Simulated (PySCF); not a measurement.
# CH2BN: structure from calculated spectroscopic constants

These gas-phase data were calculated for one isomer of CH2BN at B3LYP-D4/def2-SVP (harmonic, unscaled wavenumbers; equilibrium rotational constants with average atomic masses):

- rotational constants: 227.9, 9.578, 9.192 GHz
- all wavenumbers above 1500 cm⁻¹: 2720, 2615, 2319

Candidates:

(1) `BC#N`, a singlet
(2) `B[N+]#[C-]`, a singlet
(3) `B1C=N1`, a singlet

Assign the data to one candidate and say why. Where the bands don't settle it, estimate the moments of inertia from typical bond lengths.

Candidate (1). No mode falls between 2750 and 3290 cm⁻¹, where the C–H stretch of (3) would stand. The rotational constants decide the rest: (2) would give 225.2, 10.94, 10.43 GHz.

The same quantities for all candidates:

```tsv
	rotational constants (GHz)	wavenumbers above 1500 cm⁻¹	E above the lowest, B3LYP-D4/def2-SVP (kcal/mol)
(1)	227.9, 9.578, 9.192	2720, 2615, 2319	0.2
(2)	225.2, 10.94, 10.43	2708, 2600, 2189	0.0
(3)	40.27, 26.65, 16.04	3162, 2755, 1589	10.6
```

Programs: PySCF 2.14.0.
